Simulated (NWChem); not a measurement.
hydrogen cyanide (CHN); SMILES C#N

```xyz
3

C      0.0000     0.0000    -0.4925
N      0.0000     0.0000     0.6532
H      0.0000     0.0000    -1.5611
```
Atoms are numbered in this order, from 1.

The geometry was optimised at PBE0-D3(BJ)/def2-TZVP.

Hartree-Fock couplings suffer from near triplet instabilities.

**Question.** Split the isotropic spin-spin couplings (Hz) from Hartree-Fock/pcJ-1 (NWChem) into Fermi-contact, spin-dipolar, paramagnetic and diamagnetic spin-orbit terms, for the pairs 1–2, 1–3, 2–3.

**Answer.** 
```csv
pair,FC,SD,PSO,DSO,total
13C(1)–14N(2),50.98,13.92,4.01,-0.03,68.88
13C(1)–1H(3),403.16,2.99,-3.15,0.39,403.38
14N(2)–1H(3),-16.00,-0.64,3.82,-0.45,-13.26
```
